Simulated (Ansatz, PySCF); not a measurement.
System: C$_{4}$H$_{4}$N, net charge 0, doublet state. It need not be the lowest isomer of its formula. 
Structure (B3LYP-D3(BJ)/def2-TZVP (Ansatz, a program for electronic structure) minimum search):
SMILES: [c]1ccc[nH]1
```xyz
9

H      0.0145     0.0864     2.1565
N      0.0078     0.0696     1.1531
C      0.0067     1.1511     0.3384
C     -0.0018    -1.0627     0.3579
C     -0.0033     0.7843    -0.9740
C     -0.0088    -0.6491    -0.9503
H     -0.0029    -2.0474     0.7920
H     -0.0064     1.4250    -1.8375
H     -0.0170    -1.2924    -1.8150
```
Charge 0, spin multiplicity 2.

Total electronic energies in hartree. Valence correlation only, unless marked. UHF or UKS for open shells. Spin-orbit coupling is left out. Non-relativistic. Basis-set limits of correlation are two-point, X^-3; Hartree-Fock from the larger set. [CCSD(T)-MP2]/basis is that difference in the basis named.

The UHF reference is spin-contaminated (<S^2> 0.20 over the pure value in the largest basis). 

```tsv
level	program	energy (Eh)
SVWN5/def2-TZVPD	Ansatz	-207.69167
BLYP/def2-TZVPD	Ansatz	-209.47218
r2SCAN/def2-TZVPD	Ansatz	-209.43416
r2SCAN-D4/def2-TZVPD	Ansatz + dftd4	-209.43577
PBE0/def2-TZVP	Ansatz	-209.30294
PBE0/def2-QZVPP	Ansatz	-209.31625
BHLYP-D4/def2-TZVPD	Ansatz + dftd4	-209.42916
M06-2X/def2-TZVPD	PySCF	-209.46251
HSE06-D4/def2-TZVPD	Ansatz + dftd4	-209.29796
CAM-B3LYP/def2-TZVPD	Ansatz	-209.43840
LC-wPBE-D4/def2-TZVPD	Ansatz + dftd4	-209.40982
B2GP-PLYP-D4/def2-TZVPD	Ansatz + dftd4	-209.32629
MP2/cc-pVDZ	Ansatz	-208.82041
CCSD/6-31G	Ansatz	-208.53577
RI-MP2/CBS(cc-pVTZ,cc-pVQZ)+[CCSD(T)-MP2]/cc-pVDZ	Ansatz	-209.1934
```

Totals of different functionals don't rank their quality; only differences between species are comparable.
